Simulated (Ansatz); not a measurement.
Relaxed structures of SiHSO (charge +1), closed shell (PBE0-D4/def2-TZVP; forces vanish, vibrations not checked; lower isomers may exist, and structures with a doubtful reference or unclear bonds are left out; Å). Computed with Ansatz 0.2.0 (basis: def2-TZVPP); correlated methods freeze the cores.

**Question.** Rank them by CCSD(T) energy, lowest first, and give each one's height above the lowest. Links in brackets join atoms within 1.22 times the sum of their covalent radii (1.1 for two metals). (An estimate is asked for; the value comes from the calculation.)
A.
SiHSO ([O]1[SiH][S]1), total charge +1
```
4
angstrom
O 0.7977 -0.6442 0.7242
Si -0.0394 0.3424 -0.2128
S -0.9149 -1.3447 0.3573
H 0.1566 1.6465 -0.8687
```
B.
SiHSO ([O]1[Si][SH]1), total charge +1
```
4
angstrom
O 0.5230 -0.9028 0.6502
Si -0.1509 0.4811 0.0587
S -0.7569 -1.7314 -0.0971
H -1.6071 -1.7782 0.9590
```
C.
SiHSO ([OH]1[Si][S]1), total charge +1
```
4
angstrom
O 0.7193 -0.6442 1.0120
Si -0.0226 0.4188 -0.3584
S -0.7830 -1.3708 0.4064
H 1.4944 -1.2082 0.8307
```

**Answer.** By the calculation: B (0.000 eV), C (0.376 eV), A (1.400 eV). Heights count from the lowest.

The T1 diagnostic stays at or below 0.022.

For scale, one of the runs: CCSD(T)/def2-TZVPP, 129 basis functions, launched by `ansatz run in.yaml --threads 2 --pin off --events-out ev --progress --plain --max-ram 4352MiB`. Hardware: 2 CPU threads of an Arm Neoverse V2, shared host. Wall time about 8.5 s.
